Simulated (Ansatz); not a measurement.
## Ansatz (development build ahead of 0.2.0) run

```yaml
crystal:
  periodic: [false, false, false]
  atoms:
    - { symbol: Si, position_ang: [0.0, 0.0, 0.0] }
    - { symbol: S, position_ang: [0.0, 0.0, 2.1219] }
basis:
  gaussian: { orbitals: def2-SVP }
magnetization:
  spin_polarized: true
hamiltonian:
  xc: hf
correlation:
  method: ccsd_t
  frozen_orbitals: { S: 5, Si: 5 }
```

The input is written out in the form of the current development build from the run's settings.

The run gave:

| Property | Result |
| --- | --- |
| Converged | yes |
| Reference energy | -686.23577 hartree |
| Correlation energy | -0.24374 hartree |
| Total energy | -686.47951 hartree |
| Stability test | minimum |
